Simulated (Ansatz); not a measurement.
System: rock-salt RbBr. Method: PBE0-D3(BJ) in Ansatz (PAW).

Run with plane-wave cutoff 460 eV, 6×6×6 k mesh, Fermi–Dirac smearing 0.01 eV, scalar-relativistic PAW data made under PBE.

The cell is scaled about its equilibrium volume:

| V (Å³/atom) | P (GPa) | direct gap at Γ (eV) |
|---|---|---|
| 37.687 | 0.90 | 6.424 |
| 38.679 | 0.43 | 6.349 |
| 39.671 | 0.02 | 6.278 |
| 40.283 | -0.21 | 6.236 |
| 41.654 | -0.64 | 6.146 |

A straight line through the gaps at Γ against ln V gives a volume deformation potential dE_g(Γ)/d ln V of -2.8 eV: the gap at Γ widens under compression.

Measured, for comparison: band gap 7.2 eV (temperature not stated, no zero-point or thermal correction; as tabulated in Aguado et al. (1998), arXiv:cond-mat/9809176).

Spin–orbit coupling is not included.

Ansatz is a first-principles code.
